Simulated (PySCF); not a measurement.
Frontier levels across methods

Species: AlClH₂.
SMILES with atom numbers: `[AlH2:1][Cl:2]` (hydrogens: H3, H4 on Al1)

Cartesian coordinates in Å at the PBE0-D3(BJ)/def2-SVP level; atoms count from 1:
```xyz
4
AlClH2 angstrom
Al    -0.5187   -0.0240    0.0347
Cl     1.5833   -0.1600    0.0298
H     -1.1583    1.4197    0.0434
H     -1.3407   -1.3722    0.0312
```

Basis pcSseg-2 throughout (PySCF), one geometry. Isolated species at its PBE0-D3(BJ)/def2-SVP geometry, gas phase.

Problem. How do the orbital energies, the gap and the dipole change with the method?

Solution. 
```
method           kind  HOMO (eV)  LUMO (eV)  gap (eV)  μ (D)  SCF cycles
  BLYP            GGA      -7.20      -2.38      4.82   1.37          12
  OPBE            GGA      -7.30      -2.18      5.12   1.43          13
   PBE            GGA      -7.31      -2.48      4.83   1.39          12
 B97-D            GGA      -7.33      -2.37      4.96   1.40          13
   LDA            LDA      -7.36      -2.72      4.64   1.43          12
   KT2            GGA      -7.37      -2.55      4.82   1.42          13
   KT3            GGA      -7.41      -2.40      5.02   1.43          13
  BP86            GGA      -7.42      -2.55      4.88   1.39          12
 B3LYP  global hybrid      -8.40      -1.94      6.46   1.49          10
    HF   Hartree–Fock     -11.77       0.79     12.57   1.70           9
```

The HOMO spans 4.57 eV, from BLYP down to HF, and the gap runs from 4.64 eV (LDA) to 12.57 eV (HF). Over the methods BLYP (0 %), OPBE (0 %), PBE (0 %), B97-D (0 %), LDA (0 %), KT2 (0 %), KT3 (0 %), BP86 (0 %), B3LYP (20 %), HF (100 %), a straight line through the gap against the share of exact exchange rises by 0.77 eV for each 10 % (correlation coefficient 0.999). The dipole ranges from 1.37 D (BLYP) to 1.70 D (HF). This basis has no diffuse functions.
